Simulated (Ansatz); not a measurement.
Molecule: HO2, charge -1, multiplicity 1. It need not be the lowest isomer of its formula. Whether it binds its extra electron was not tested at this geometry. 
Coordinates optimised at B3LYP-D3(BJ)/def2-TZVP (Ansatz, a quantum-chemistry and plane-wave program):
```xyz
3

O      0.0573     0.8131    -0.0400
O      0.0422    -0.7090    -0.0152
H     -0.7961    -0.8331     0.4413
```
Charge -1, spin multiplicity 1.

Parts of the frozen-core correlation energy in STO-3G (Ansatz, hartree). Frozen orbitals: 2; correlated occupied orbitals by spin: 7 and 7; virtual: 2 and 2. No spin-orbit coupling. No relativistic terms.

| term | value |
|---|---|
| reference (HF) | -147.92856 |
| MP2 opposite-spin | -0.04936 |
| MP2 same-spin | -0.00303 |
| CCSD correlation | -0.07194 |
| (T) | -0.00048 |
| FCI minus CCSD(T) | -0.00019 |
| T1 diagnostic | 0.009 |
| largest doubles amplitude | 0.139 |
